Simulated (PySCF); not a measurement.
Metal–ligand bonds in Zn(OH)1–Y. Isolated molecules, 0 K electronic values unless said otherwise. One relaxed conformer stands for each flexible species; it need not be the lowest. Multiplicities are imposed; where one is given, others were not computed. Strings in code marks are SMILES.

Quantity: electronic energy of homolysis of the metal–ligand bond (relaxed doublet parts, no counterpoise, zero-point or spin–orbit term), in kcal/mol.

Level 1: TPSSh-D3(BJ)/def2-TZVP // PBE-D3(BJ)/def2-SVP (PySCF)
Level 2: BP86/6-31G* (LANL2DZ on Zn) // PBE-D3(BJ)/def2-SVP (PySCF)
Level 3: M06-2X/6-31G* (LANL2DZ on Zn) // PBE-D3(BJ)/def2-SVP (PySCF)
Level 4: PBE/6-31G* (LANL2DZ on Zn) // PBE-D3(BJ)/def2-SVP (PySCF)

```tsv
species	level 2	level 3	level 4
NH2: [Zn(OH)(NH2)]	72.9	75.4	74.4
Br: [Zn(OH)(Br)]	86.3	86.0	87.5
OH: [Zn(OH)2]	90.3	89.5	91.7
```

Task: What does level 1 give for each?

Result: 
- NH2: [Zn(OH)(NH2)]: 81.0
- Br: [Zn(OH)(Br)]: 94.5
- OH: [Zn(OH)2]: 95.5
